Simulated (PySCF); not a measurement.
Compound: C3H7Cl.
Z-matrix (Å and degrees, GFN2-xTB geometry), rows numbered from 1:
```
C 
C   1  1.5178
C   2  1.5177  1  112.67
Cl  2  1.8002  1  108.72  3   120.66
H   1  1.0870  2  110.79  3  -178.69
H   1  1.0881  2  109.59  3    61.38
H   1  1.0874  2  110.39  3   -58.38
H   2  1.0932  1  110.57  3  -124.24
H   3  1.0882  2  109.52  1   -62.65
H   3  1.0871  2  110.75  1   177.47
H   3  1.0874  2  110.35  1    57.16
```

The calculation used TDDFT CAM-B3LYP/def2-SVPD, vertical, gas phase, core orbitals frozen in the response in PySCF 2.14.0, density-fitted response routines.

Problem. What does the calculation give for the low-lying excited states?

Solution. 

```
state  E (eV)  ν̃ (cm⁻¹)       f  symmetry  main configurations (H = HOMO, L = LUMO)
   S1    7.42      59850  0.0007         –                             H-1→L+1 (82%)
   S2    7.43      59920  0.0009         –                               H→L+1 (82%)
   S3    8.22      66300   0.045        A′                 H-1→L (76%), H-1→L+3 (8%)
   S4    8.22      66320   0.061        A″                                 H→L (77%)
   S5    9.02      72770  0.0071        A″                               H→L+3 (82%)
   S6    9.05      73030   0.060        A′              H-1→L+3 (74%), H-1→L+4 (11%)
   S7    9.26      74710  0.0004         –              H-1→L+2 (82%), H-1→L+5 (15%)
   S8    9.30      75010   0.011        A′                   H→L+2 (76%), H→L+5 (9%)
```

Triplets (Tamm–Dancoff): T1 6.74 eV, H-1→L+1 (77%); T2 6.75 eV, H→L+1 (77%); T3 8.03 eV, H-1→L (71%), H-1→L+3 (10%), H-1→L+4 (9%).

The lowest singlet comes at 167 nm (716 kJ/mol) in the vacuum ultraviolet; it is very weak; its leading configuration is HOMO-1→LUMO+1 (82%). The largest oscillator strength of a single state is 0.061. S1/S2 and S3/S4 lie within about 0.01 eV of each other in each set. Löwdin shares by element: HOMO (one of a set within 0.03 eV) chlorine 78%, carbon 19%; LUMO carbon 36% or more, chlorine 11%, hydrogen 9% or more (atoms not listed hold the other 44%). Of the 8 states listed, 4 reach f = 0.01 and 1 stays under 0.0005. The listed states span 1.88 eV. Orbital energies (eV): HOMO-3 -11.76, HOMO-2 -11.58, HOMO-1 -9.77, HOMO -9.76, LUMO 1.32, LUMO+1 1.67, LUMO+2 2.19. Symmetry labels in Cs follow from the direction of the transition dipole and are given only for states with f of 0.002 or more. Only the lowest 8 singlets were computed, as vertical energies without vibronic structure.
